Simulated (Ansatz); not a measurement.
A calculation with Ansatz (development build ahead of 0.2.0).

```yaml
crystal:
  periodic: [false, false, false]
  atoms:
    - { symbol: C, position_ang: [1.57435, 0.0, 0.24508] }
    - { symbol: C, position_ang: [0.78717, 1.36342, -0.24508] }
    - { symbol: C, position_ang: [-0.78717, 1.36342, 0.24508] }
    - { symbol: C, position_ang: [-1.57435, 0.0, -0.24508] }
    - { symbol: C, position_ang: [-0.78717, -1.36342, 0.24508] }
    - { symbol: C, position_ang: [0.78717, -1.36342, -0.24508] }
    - { symbol: H, position_ang: [1.65018, 0.0, 1.43687] }
    - { symbol: H, position_ang: [2.69455, 0.0, -0.15868] }
    - { symbol: H, position_ang: [0.82509, 1.4291, -1.43687] }
    - { symbol: H, position_ang: [1.34727, 2.33355, 0.15868] }
    - { symbol: H, position_ang: [-1.34727, 2.33355, -0.15868] }
    - { symbol: H, position_ang: [-0.82509, 1.4291, 1.43687] }
    - { symbol: H, position_ang: [-1.65018, 0.0, -1.43687] }
    - { symbol: H, position_ang: [-2.69455, 0.0, 0.15868] }
    - { symbol: H, position_ang: [-1.34727, -2.33355, -0.15868] }
    - { symbol: H, position_ang: [-0.82509, -1.4291, 1.43687] }
    - { symbol: H, position_ang: [1.34727, -2.33355, 0.15868] }
    - { symbol: H, position_ang: [0.82509, -1.4291, -1.43687] }
basis:
  gaussian: { orbitals: def2-SVP }
hamiltonian:
  xc: hf
```

The input is written out in the form of the current development build from the run's settings.

The run gave:

```yaml
Converged: yes
Total_energy: -233.93264 hartree
Spin_squared_of_the_determinant: 0.000
```

Caution: no unrestricted run beside it, a lower state can exist.
